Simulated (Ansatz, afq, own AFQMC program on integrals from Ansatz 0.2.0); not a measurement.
Integrals from Ansatz 0.2.0, then the random walk in our own AFQMC program (afq).

```yaml
crystal:
  periodic: [false, false, false]
  atoms:
    - {symbol: Si, position_ang: [0.000000, 0.000000, 0.529889]}
    - {symbol: C, position_ang: [0.000000, 0.000000, -1.168891]}
    - {symbol: H, position_ang: [0.000000, 1.244456, 1.327628]}
    - {symbol: H, position_ang: [0.000000, -1.244456, 1.327628]}
    - {symbol: H, position_ang: [0.000000, 0.917470, -1.745809]}
    - {symbol: H, position_ang: [0.000000, -0.917470, -1.745809]}
basis:
  gaussian: {orbitals: cc-pVDZ}
magnetization: {spin_polarized: true, initial_magnetization: 0}
correlation: {method: ccsd_t, electrons: outside_noble_gas, hamiltonian_folder: ham}
```

```sh
$ ansatz run in.yaml --threads 1 --pin off --events-out ev --progress --plain --max-ram 1843MiB
```

afq runs on the folder ham with

```
--method phaseless --trial hf --walkers 120 --populations 1 --least-time 40 --time-step 0.005 --steps-per-block 20 --equilibration-blocks 112 --max-blocks 600 --target-error 0.00126 --factor-cut 1e-05 --start spin_pure --seed 9809 --taylor-order 6
```

Times are imaginary, in 1/Eh. The walk had a cap of 1015 s.

Output of the walk:

```
orbitals 46  electrons 6 6  factors 367 of 488
reference energy -329.05831252 Eh
CCSD correlation -0.27749563 Eh in 10 cycles, weight of the determinant in the CISD state 0.8628
energy of the start -329.058312 Eh
 block  time / (1/Eh)  mean weight  energy / Eh
     1     0.100  1.0002  -329.119587
     2     0.200  1.0025  -329.161410
     3     0.300  1.0018  -329.200845
     4     0.400  1.0030  -329.222918
     5     0.500  1.0003  -329.233925
     7     0.700  1.0017  -329.270655
     9     0.900  0.9996  -329.289152
    18     1.800  0.9966  -329.343902
    52     5.200  0.9990  -329.351453
    86     8.600  1.0012  -329.326082
   120    12.000  0.9987  -329.356286
   154    15.400  0.9981  -329.365269
   188    18.800  0.9979  -329.323371
   222    22.200  0.9991  -329.349756
   256    25.600  0.9986  -329.320319
   290    29.000  1.0020  -329.329093
   324    32.400  0.9988  -329.350134
   358    35.800  0.9992  -329.345189
   392    39.200  1.0002  -329.372999
   426    42.600  1.0002  -329.326263
   460    46.000  1.0015  -329.363437
   494    49.400  0.9995  -329.331348
   528    52.800  1.0011  -329.339056
   545    54.500  0.9999  -329.273911
   562    56.200  1.0020  -329.316218
   596    59.600  0.9995  -329.329389
   630    63.000  0.9986  -329.340837
   664    66.400  1.0003  -329.326138
   698    69.800  1.0014  -329.388555
blocks merged  error / Eh  count
     1  0.000986  600
     2  0.001329  300
     4  0.001735  150
     8  0.002244  75
    16  0.002739  37
    32  0.002947  18
    64  0.003004  9
energy -329.345485 +/- 0.002947 Eh
(rows thinned)
```

The run passed its tests (sampling time, drift between the halves within three errors, error under three times the target), which doesn't prove that it has relaxed.

Against this walk (error 80.2 meV) on the same determinant: CCSD(T) 3.2 meV lower (within the noise), CCSDT(Q) 49.8 meV lower (within the noise), a separate phaseless walk with a CISD trial and standard settings 36.7 ± 81.4 meV lower (within the noise). The error is statistical and leaves out the bias of the constraint.

Cautions: constraint bias not in the error; error above the target (80.2 against 34.3 meV); an unrestricted solution with more broken spin lies lower (55 meV, ⟨S²⟩ 0.28), while this determinant keeps restricted orbitals.

The walk took 5.9 min on 1 thread of Arm Neoverse V2 (shared host). The log's last line is the phaseless energy.

CCSDT and higher add their correlation energy to the determinant of the CCSD(T) run, since their own runs factorise the integrals more tightly (a shift of under 2 meV). A walk keeps the symmetry of its determinant, which the program's search chose and which needn't be the lowest solution, so a lower state of the same spin and another symmetry isn't excluded.
